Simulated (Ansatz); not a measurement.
Elements on the sites of an ideal hcp lattice, at a guessed lattice constant:

```
Be Al Ti
1.0
     4.25732   -2.45796   -4.54114
     4.25732   -2.45796    4.54114
    -1.41911   -7.37389    0.00000
Be Al Ti
3 3 14
Direct
  0.54167 0.79167 0.00000
  0.55833 0.30833 0.60000
  0.25833 0.00833 0.80000
  0.04167 0.29167 0.00000
  0.74167 0.99167 0.20000
  0.45833 0.20833 0.00000
  0.14167 0.39167 0.60000
  0.94167 0.19167 0.40000
  0.64167 0.89167 0.60000
  0.44167 0.69167 0.40000
  0.24167 0.49167 0.20000
  0.84167 0.09167 0.80000
  0.34167 0.59167 0.80000
  0.05833 0.80833 0.60000
  0.85833 0.60833 0.40000
  0.35833 0.10833 0.40000
  0.15833 0.90833 0.20000
  0.95833 0.70833 0.00000
  0.75833 0.50833 0.80000
  0.65833 0.40833 0.20000
```

Cell and atoms were relaxed without symmetry on coarser meshes and computed once more. All numbers below come from Ansatz 0.2.0, DFT PBE, scalar-relativistic, plane waves, PAW.

Settings: cutoff 420 eV, Γ-centred mesh 5×5×5 on the computed 20-atom cell, Gaussian smearing of 0.10 eV; no spin polarisation.

The relaxation ran on 2×2×2 (shifted) and then 3×3×3 k points with a smearing of 0.1 eV, from sites shaken by 0.02 Å.

**Question.** What does the relaxation give?

**Answer.** A volume of 15.82 Å³/atom and no gap on the mesh. It lies 0.08 eV/atom below the elements' standard states (static lattices, no corrections for gases). The atoms leave their sites by 0.18 Å (root mean square) and 0.36 Å at most, and the cell stretches by up to 2.7 % at fixed volume.

```
CELL_PARAMETERS angstrom
4.37639 -2.46867 -4.53420
4.38394 -2.37656 4.49125
-1.42888 -7.21391 -0.07553
ATOMIC_POSITIONS crystal
Be 0.53655 0.78441 0.00622
Be 0.56230 0.31665 0.60124
Be 0.25250 0.01443 0.80502
Al 0.04468 0.28470 0.99845
Al 0.72654 0.97811 0.20175
Al 0.46324 0.19202 0.96073
Ti 0.16050 0.38872 0.61206
Ti 0.91968 0.19783 0.41066
Ti 0.62986 0.92094 0.63666
Ti 0.45142 0.67063 0.40377
Ti 0.23323 0.47452 0.19874
Ti 0.87067 0.08873 0.80373
Ti 0.34145 0.62699 0.80339
Ti 0.07626 0.81926 0.58392
Ti 0.86181 0.62278 0.40903
Ti 0.35731 0.10421 0.40847
Ti 0.15677 0.90137 0.17678
Ti 0.93136 0.68319 0.01440
Ti 0.75260 0.51702 0.78822
Ti 0.64311 0.39335 0.18303
```

Cost: 2 runs of about 6.1 core-minutes in all (earlier runs that led there not counted), on AMD EPYC 7R13 Processor (Zen 3) (shared hosts).